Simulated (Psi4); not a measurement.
# [HSO3]− (SMILES O=[SH](=O)[O-]) at HF/def2-TZVPD (sweep point 8)

Aim: the vertical ionisation energy of [HSO3]− at HF/def2-TZVPD (sweep point 8), from 2 runs. 

The results are computed with Psi4 1.11.

6 further runs of the same task are left out: 4 that didn't finish, 2 set aside as unsound or not needed.

## (1) The structure to begin with

[HSO3]−: 5 atoms, total charge -1, spin state singlet. As SMILES, `O=[SH](=O)[O-]`. The coordinates come from a GFN2-xTB relaxation.

Bond lengths: O1–S2 1.457 Å, S2–O3 1.457 Å, S2–O4 1.456 Å, S2–H5 1.447 Å. Angles: O1–S2–O3 115.1°, O1–S2–O4 115.2°, O3–S2–O4 115.2°, O1–S2–H5 102.9°, O3–S2–H5 102.9°, O4–S2–H5 102.9°.

## (2) The energy at HF/def2-TZVPD (sweep point 8)

job.dat

```
memory 1600 mb

molecule molecule1 {
  -1 1
  O     -0.58976463    -0.48679345     2.69098890
  S     -0.11393159    -0.13624925     0.00243775
  O      1.32086187    -2.15360748    -1.20186582
  O     -2.25021028     0.81014449    -1.45110179
  H      1.63302573     1.96650570    -0.04045904
  units bohr
  symmetry c1
}

set {
  puream true
  scf_type direct
}

E, wfn = energy("hf/def2-TZVPD", return_wfn=True)
print_variables()
```

Command:

```
psi4 job.dat job.out -n 1
```

job.out:

```text
[...]
  Running in c1 symmetry.
[...]
  Nuclear repulsion =  192.274096758542356
[...]
  Multiplicity = 1
[...]
  Nalpha       = 21
  Nbeta        = 21
[...]
    Number of basis functions: 175
[...]
   @DF-RHF iter   1:  -622.60149626867121    3.38639e-02   4.57735e-03 DIIS/ADIIS
[...]
   @RHF iter  11:  -622.84326540652296   -2.54332e-08   8.83662e-07 DIIS
[...]
    Orbital Energies [Eh]
    ---------------------
    Doubly Occupied:
       1A    -91.974740     2A    -20.339541     3A    -20.339352
       4A    -20.339325     5A     -8.939603     6A     -6.625792
       7A     -6.625578     8A     -6.625574     9A     -1.270806
      10A     -1.126665    11A     -1.126253    12A     -0.637716
      13A     -0.508132    14A     -0.456285    15A     -0.456217
      16A     -0.331422    17A     -0.331355    18A     -0.289353
      19A     -0.289102    20A     -0.253851    21A     -0.240124
[...]
  @RHF Final Energy:  -622.84326540652296
   => Energetics <=
    Nuclear Repulsion Energy =            192.2740967585423562
    One-Electron Energy =               -1251.9801840113952949
    Two-Electron Energy =                 436.8628218463301209
    Total Energy =                       -622.8432654065228462
[...]
 Multipole Moments:
 ------------------------------------------------------------------------------------
     Multipole            Electronic (a.u.)      Nuclear  (a.u.)        Total (a.u.)
 ------------------------------------------------------------------------------------
 L = 1.  Multiply by 2.5417464519 to convert [e a0] to [Debye]
 Dipole X            :         -0.5342331            0.9727971            0.4385640
 Dipole Y            :         -0.6396366            1.1713635            0.5317269
 Dipole Z            :          0.0118790           -0.0240666           -0.0121876
 Magnitude           :                                                    0.6893623
[...]
```

Wall time 16 s (1 thread of Intel Xeon Platinum 8488C (Sapphire Rapids), shared host); peak memory 0.29 GiB.

## (3) Doublet neutral HSO3 at the same level

job.inp

```
memory 1600 mb

molecule {
  0 2
  O     -0.58976463    -0.48679345     2.69098890
  S     -0.11393159    -0.13624925     0.00243775
  O      1.32086187    -2.15360748    -1.20186582
  O     -2.25021028     0.81014449    -1.45110179
  H      1.63302573     1.96650570    -0.04045904
  units bohr
  symmetry c1
}

set reference uhf
set puream true
set scf_type direct
set maxiter 150

result, w = energy('hf/def2-TZVPD', return_wfn=True)
```

Command:

```
psi4 -i job.inp -o job.out -n 1
```

job.out:

```text
[...]
  Running in c1 symmetry.
[...]
  Nuclear repulsion =  192.274096758542356
[...]
  Multiplicity = 2
[...]
  Nalpha       = 21
  Nbeta        = 20
[...]
    Number of basis functions: 175
[...]
   @DF-UHF iter   1:  -622.38359492654627    2.51765e-01   4.35105e-03 DIIS/ADIIS
[...]
   @UHF iter  16:  -622.63486150700714   -2.34932e-08   8.85055e-07 DIIS
[...]
   @S^2 Observed:                8.130862118E-01
[...]
    Orbital Energies [Eh]
    ---------------------
    Alpha Occupied:
       1A    -92.243378     2A    -20.637957     3A    -20.637555
       4A    -20.637489     5A     -9.213172     6A     -6.899299
       7A     -6.897855     8A     -6.897847     9A     -1.559907
      10A     -1.421770    11A     -1.421206    12A     -0.946895
      13A     -0.800146    14A     -0.736006    15A     -0.735872
      16A     -0.621818    17A     -0.621640    18A     -0.589591
      19A     -0.580585    20A     -0.580281    21A     -0.524265
    Alpha Virtual:
      22A      0.029992    23A      0.061032    24A      0.061038
      25A      0.068417    26A      0.120694    27A      0.131963
[...]
  @UHF Final Energy:  -622.63486150700714
   => Energetics <=
    Nuclear Repulsion Energy =            192.2740967585423562
    One-Electron Energy =               -1240.5648300986431423
    Two-Electron Energy =                 425.6558718330936699
    Total Energy =                       -622.6348615070071446
  UHF NO Occupations:
  HONO-2 :   19  A 1.9900049
  HONO-1 :   20  A 1.9891618
[...]
 Multipole Moments:
 ------------------------------------------------------------------------------------
     Multipole            Electronic (a.u.)      Nuclear  (a.u.)        Total (a.u.)
 ------------------------------------------------------------------------------------
 L = 1.  Multiply by 2.5417464519 to convert [e a0] to [Debye]
 Dipole X            :         -0.2509564            0.9727971            0.7218407
 Dipole Y            :         -0.2974933            1.1713635            0.8738702
 Dipole Z            :          0.0046321           -0.0240666           -0.0194345
 Magnitude           :                                                    1.1336140
[...]
```

Wall time 19 s (1 thread of Intel Xeon Platinum 8488C (Sapphire Rapids), shared host); peak memory 0.29 GiB.

## (4) Results

At HF/def2-TZVPD (sweep point 8):

```
                                                              quantity          value
                                         singlet [HSO3]−: total energy  -622.84327 Eh
                                          singlet [HSO3]−: HOMO energy       -6.53 eV
                                          singlet [HSO3]−: LUMO energy        4.76 eV
singlet [HSO3]−: HOMO–LUMO gap (to an unbound level, set by the basis)       11.29 eV
                                    doublet neutral HSO3: total energy  -622.63486 Eh
                                   doublet neutral HSO3: dipole moment         2.88 D
              doublet neutral HSO3: HOMO energy (highest over α and β)      -13.16 eV
               doublet neutral HSO3: LUMO energy (lowest over α and β)       -4.47 eV
                                            doublet neutral HSO3: ⟨S²⟩          0.813
                   vertical detachment energy (to the doublet neutral)       5.671 eV
```

In words: The vertical ionisation energy comes to 5.67 eV (547 kJ/mol). The negative HOMO energy of the first species, 6.53 eV, lies 0.86 eV above that difference.
